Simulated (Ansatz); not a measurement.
# C2H5ClN2: up Jacob's ladder to CCSD(T)

An exercise on one series of results from a longer session: the logs are not shown, and one member is left open.

The runs use Ansatz 0.2.0, Gaussian basis; functionals in def2-TZVPP, the program's frozen cores in correlated methods.

The runs, in order: LDA (SPW92), PBE-D4, revPBE-D4, BLYP-D4, r2SCAN-D4, B97M-V, PBE0-D4, B3LYP-D4, r2SCANh-D4, r2SCAN0-D4, HSE06-D4, BHLYP-D4, CAM-B3LYP-D4, LC-ωPBE, ωB97X-V, ωB97M-V, B2PLYP, PBE-QIDH; CCSD(T)/def2-SVP; CCSD(T)/def2-TZVPP; MP2/def2-QZVPP; extrapolation to the limit; RPA on PBE.

## Structure used throughout

An earlier PBE0-D4 in a triple-zeta def2 set relaxation fixed the geometry.

SMILES `C/N=C(/N)Cl`, 10 atoms, charge 0, spin multiplicity 1.

Atoms are counted from 1 here; the program's logs count them from 0.

Bond lengths: C1–N2 1.431 Å, C1–H6 1.095 Å, C1–H7 1.094 Å, C1–H8 1.093 Å, N2–C3 1.245 Å, C3–N4 1.363 Å, C3–Cl5 1.783 Å, N4–H9 1.004 Å, N4–H10 1.007 Å. Angles: N2–C1–H6 113.4°, N2–C1–H7 109.4°, N2–C1–H8 109.4°, H6–C1–H7 108.7°, H6–C1–H8 108.7°, H7–C1–H8 107.0°, C1–N2–C3 124.4°, N2–C3–N4 124.6°, N2–C3–Cl5 125.1°, N4–C3–Cl5 110.3°, C3–N4–H9 117.3°, C3–N4–H10 114.3°, H9–N4–H10 116.8°.

The first run:

The input, in.yaml:

```yaml
crystal:
  periodic: [false, false, false]
  atoms:
    - {symbol: C, position_ang: [-0.956949, -0.247313, 1.341066]}
    - {symbol: N, position_ang: [0.189828, -0.416516, 0.502647]}
    - {symbol: C, position_ang: [0.370643, 0.186204, -0.571825]}
    - {symbol: N, position_ang: [1.502402, 0.098810, -1.326787]}
    - {symbol: Cl, position_ang: [-0.777601, 1.332116, -1.310838]}
    - {symbol: H, position_ang: [-1.695073, 0.451676, 0.933839]}
    - {symbol: H, position_ang: [-0.639180, 0.112611, 2.323719]}
    - {symbol: H, position_ang: [-1.438997, -1.216239, 1.496415]}
    - {symbol: H, position_ang: [1.421325, 0.316078, -2.304037]}
    - {symbol: H, position_ang: [2.106802, -0.668627, -1.081297]}
basis:
  gaussian: {orbitals: def2-TZVPP}
hamiltonian: {xc: lda}
output: {orbitals: {seedname: orbitals}}
```

Started as:

```bash
$ ansatz run in.yaml --threads 4 --pin off --events-out ev --progress --plain --max-ram 10444MiB
```

Steps of the session up to this table: LDA; PBE-D4 (GGA); revPBE-D4 (GGA); BLYP-D4 (GGA); r2SCAN-D4 (meta-GGA); B97M-V (meta-GGA); B3LYP-D4 (hybrid); r2SCANh-D4 (hybrid); r2SCAN0-D4 (hybrid); HSE06-D4 (hybrid); BHLYP-D4 (hybrid); CAM-B3LYP-D4 (range-separated); LC-ωPBE (range-separated); ωB97X-V (range-separated); ωB97M-V (range-separated); B2PLYP (double hybrid); PBE-QIDH (double hybrid).

One table of the session follows, with a row left open; its other results are not shown here.

It belongs to the step «Orbital energies across the functionals». 

```
  functional  HOMO (eV)  LUMO (eV)  gap (eV)
 LDA (SPW92)      -6.05      -0.61      5.44
      PBE-D4      -5.89      -0.38      5.51
   revPBE-D4      -5.83      -0.30      5.53
     BLYP-D4      -5.76      -0.27      5.49
   r2SCAN-D4          ?          ?         ?
      B97M-V      -6.20      -0.03      6.17
     PBE0-D4      -7.16       0.66      7.82
    B3LYP-D4      -6.94       0.39      7.33
  r2SCANh-D4      -6.62       0.23      6.85
  r2SCAN0-D4      -7.34       0.80      8.14
    HSE06-D4      -6.76       0.27      7.03
    BHLYP-D4      -8.33       1.61      9.94
CAM-B3LYP-D4      -8.51       1.71     10.22
     LC-ωPBE      -9.86       2.97     12.83
     ωB97X-V      -9.49       2.85     12.34
     ωB97M-V      -9.39       2.45     11.85
```

Q: Estimate the row for r2SCAN-D4 from the others.

Worked estimate for «HOMO (eV)». Against the share of exact exchange, r2SCANh-D4 (0.1, -6.62), r2SCAN0-D4 (0.25, -7.34) give a slope of -4.80 per unit share; at 0 the line stands at -6.14.

**Answer.** HOMO (eV): -6.14; LUMO (eV): -0.15; gap (eV): 5.99. In «HOMO (eV)» the line misses by 0.00.
